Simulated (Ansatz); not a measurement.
in.yaml

```yaml
crystal:
  periodic: [false, false, false]
  atoms:
    - {symbol: B, position_ang: [0.000000, 0.000000, 0.000000]}
    - {symbol: O, position_ang: [0.000000, 0.000000, 4.023000]}
basis:
  gaussian: {orbitals: 6-31G}
magnetization: {spin_polarized: false, initial_magnetization: 1}
correlation: {active_space: {ras: {orbitals: [4, 1, 11], electrons: 9, max_holes: 2, max_particles: 2}, fixed_orbitals: true}}
```

```sh
$ ansatz run in.yaml --threads 1 --pin off --events-out ev --progress --plain --max-ram 2393MiB
```

Log:

```
201 factors; integrals over basis functions are off by at most 3.7e-4 eV
mean field evaluation 1: about -2694.5766 eV, gradient 2.8e1 eV
mean field evaluation 2: about -2694.5766 eV, gradient 2.8e1 eV
mean field evaluation 4: about -2695.2841 eV, gradient 2.1e1 eV
mean field evaluation 8: about -2695.2841 eV, gradient 2.1e1 eV
mean field evaluation 16: about -2697.1197 eV, gradient 2.7e-6 eV
mean field evaluation 32: about -2698.7009 eV, gradient 9.6e-1 eV
mean field evaluation 64: about -2698.7073 eV, gradient 1.7e-5 eV
mean field evaluation 96: about -2696.6001 eV, gradient 2.5e1 eV
mean field evaluation 128: about -2698.6845 eV, gradient 2.5e-6 eV
mean field evaluation 160: about -2698.6937 eV, gradient 1.0e-1 eV
mean field evaluation 192: about -2698.7251 eV, gradient 2.5e-1 eV
mean field evaluation 224: about -2698.7256 eV, gradient 1.0e-1 eV
mean field evaluation 256: about -2698.7017 eV, gradient 1.2e-6 eV
mean field evaluation 288: about -2696.6358 eV, gradient 1.4e1 eV
mean field evaluation 320: about -2696.7782 eV, gradient 1.4e-1 eV
mean field -2698.72589033 eV, -99.1763472076 hartree, gradient 1.6e-6 eV, S^2 0.750000; 24 other end points of the search recorded, 0 dependent functions left out
reference -2698.72589033 eV, -99.1763472076 hartree; 7, 6 occupied and 11, 12 virtual orbitals, 201 factors
state -2702.64945431 eV, -99.3205355245 hartree
Total energy: -2702.64945431 eV, -99.3205355245 hartree
```

For the same geometry and basis full CI lies 2204.0 meV lower.

Ran on 1 thread of Arm Neoverse V1, shared host: 0.96 s wall, 0.16 GiB peak host memory.
